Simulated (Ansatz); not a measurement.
System: dichloromethane, CH₂Cl₂, net charge 0, singlet state. SMILES: ClCCl
Coordinates optimised at B3LYP-D3(BJ)/def2-TZVP (Ansatz, a program for electronic structure):
```
C
H 1 1.0832
H 1 1.0832 2 111.91
Cl 1 1.7804 2 108.02 3 118.77
Cl 1 1.7804 2 108.02 3 -118.77
```
Charge 0, spin multiplicity 1.

Property: enthalpy of formation at 298 K, in kcal/mol. Set-up: spin-orbit terms left out; non-relativistic; UHF or UKS for open shells; valence correlation only; LANL2DZ with its own core potentials from Na on; dispersion terms only where a functional's name holds one; 6-31G* and kin with 6d, 5d where marked; 6-311+G** with 5d, 6d on Na to Ar in Ansatz. CBS(X,Y): correlation extrapolated as X^-3; Hartree-Fock from the larger set. The bracket is a focal-point correction in the basis named. First-principles rows: single points at B3LYP-D3(BJ) geometries (Ansatz), with unscaled harmonic terms from B3LYP/6-31G* at its own minima, enthalpies of formation by atomisation with measured atoms.

Measured values: Active Thermochemical Tables 1.112 (ions: stationary electron), as tabulated in the package chemicals; they hold spin-orbit and core effects, anharmonicity. 

Value to compare with, the measured value: -22.6 kcal/mol.

```
level                                                                      program  enthalpy of formation at 298 K (kcal/mol)  error
-------------------------------------------------------------------------  -------  -----------------------------------------  -----
PBE/STO-3G                                                                  Ansatz                                      -90.2  -67.6
PBE/3-21G                                                                   Ansatz                                      -11.7   10.9
PBE/LANL2DZ                                                                 Ansatz                                       -6.2   16.4
PBE/6-31G*                                                                  Ansatz                                      -31.7   -9.1
PBE/def2-SVP                                                                Ansatz                                      -31.9   -9.3
PBE/6-311+G**                                                               Ansatz                                      -28.5   -5.9
PBE/def2-TZVPD                                                              Ansatz                                      -33.2  -10.6
RI-MP2/CBS(aug-cc-pV(T+d)Z,aug-cc-pV(Q+d)Z)+[CCSD(T)-MP2]/aug-cc-pV(T+d)Z   Ansatz                                      -24.0   -1.4
```

Among the 6 habitual levels, PBE/STO-3G lies farthest from the measured value (-67.6 kcal/mol); 2 of 6 lie above it, and their mean absolute error is 19.9 kcal/mol, the median 10.1. One case shows no general order.

The sets are all those run for this method; runs whose electronic state is in doubt are left out.
